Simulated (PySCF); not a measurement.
Relaxation of quartet [P4]+

These are results of UPBE0 in PySCF with P def2-TZVP; no relativity; density-fitted integrals, not measurements. A (50,194) grid was used.

A start displaced from a saddle point along its imaginary mode, with no symmetry imposed:

```xyz
4
charge 1 multiplicity 4, angstrom
P     0.9109    0.7592    0.9250
P     0.8131   -0.8406   -0.7442
P    -0.9954    0.8406   -0.9234
P    -0.7287   -0.7592    0.7425
```

Optimiser trace:
```json
{"step": "0", "E − E(last) (kJ/mol)": "179.75", "largest gradient (Eh/bohr)": "0.02732"}
{"step": "1", "E − E(last) (kJ/mol)": "105.26", "largest gradient (Eh/bohr)": "0.03413"}
{"step": "2", "E − E(last) (kJ/mol)": "41.26", "largest gradient (Eh/bohr)": "0.02609"}
{"step": "3", "E − E(last) (kJ/mol)": "2.82", "largest gradient (Eh/bohr)": "0.00664"}
{"step": "4", "E − E(last) (kJ/mol)": "0.45", "largest gradient (Eh/bohr)": "0.00380"}
{"step": "5", "E − E(last) (kJ/mol)": "0.04", "largest gradient (Eh/bohr)": "0.00089"}
{"step": "6", "E − E(last) (kJ/mol)": "0.01", "largest gradient (Eh/bohr)": "0.00053"}
{"step": "7", "E − E(last) (kJ/mol)": "0.00", "largest gradient (Eh/bohr)": "0.00013"}
{"step": "8", "E − E(last) (kJ/mol)": "0.00", "largest gradient (Eh/bohr)": "0.00006"}
```

It ends at C2v with P–P 2.140 Å, P–P 2.196 Å (×4); P–P–P 58.3° (×2), P–P–P 60.8° (×4), P–P–P 98.9° (×2) (after a last refinement on a finer grid). A frequency run shows a minimum. Other isomers or separated fragments may lie lower.

Final geometry:
Coordinates in bohr (charge 1 multiplicity 4):
```
P     2.2572    0.8494    2.2182
P     1.4050   -0.9183   -1.4381
P    -2.2240    0.9376   -2.2162
P    -1.4382   -0.8687    1.4361
```

At this level a doublet minimum of D2d symmetry lies 176 kJ/mol below this structure.
